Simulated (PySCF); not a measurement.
Core binding energy against partial charge

Species: C4H4FN.
Geometry (PBE0-D3(BJ)/def2-SVP, Å), atoms numbered from 1 in this order:
```xyz
10
C4H4FN angstrom
C     -1.5469   -0.0308   -0.0825
C     -0.1167   -0.4316   -0.1074
C      0.9062    0.3979    0.1270
F      0.7234    1.6883    0.4083
C      2.2800   -0.0054    0.1043
N      3.3895   -0.3398    0.0850
H     -2.1080   -0.6469    0.6386
H     -1.6670    1.0258    0.1886
H     -2.0122   -0.1957   -1.0682
H      0.1440   -1.4697   -0.3304
```

Binding energies: PySCF, delta-SCF UKS SCAN, pcX-2 on the ionised atom, pcseg-1 elsewhere, spin-free X2C. Charges: PBE0/pcSseg-1 ground-state density, for the ionised atom.

| atom | environment | C 1s (eV) | Mulliken (e) | IAO (e) | Hirshfeld (e) | ESP (e) |
| --- | --- | --- | --- | --- | --- | --- |
| C2 | alkene CH carbon | 291.55 | -0.266 | -0.138 | -0.028 | -0.150 |
| C1 | allylic carbon | 291.68 | -0.232 | -0.422 | -0.107 | -0.166 |
| C5 | nitrile carbon | 292.62 | +0.072 | +0.117 | +0.067 | +0.324 |
| C3 | vinylic C–F carbon | 294.19 | +0.325 | +0.235 | +0.092 | +0.054 |

Question: Give the correlation coefficient and slope of binding energy on charge for each scheme.

Answer: Mulliken: r = 0.98, slope 4.3 eV per e; IAO: r = 0.84, slope 3.5 eV per e; Hirshfeld: r = 0.83, slope 11.1 eV per e; ESP: r = 0.49, slope 2.6 eV per e. Mulliken charges have the highest r, on only 4 points.

Question: The point-charge model writes a binding energy as kq + V + constant, with V the potential of the other atoms' charges at the site. What does it give with the Mulliken charges?

Answer: V = Σ 14.40 eV Å × q/r over all other atoms: +4.06 eV at C2, +4.29 eV at C1, -1.34 eV at C5, -4.37 eV at C3. Fitting binding energy − V to q gives k = 19.4 eV per e and leaves an rms residual of 0.30 eV, against 0.18 eV for the fit on q alone. The model has no term for differences in relaxation between sites.

Isolated species at its PBE0-D3(BJ)/def2-SVP geometry, gas phase.
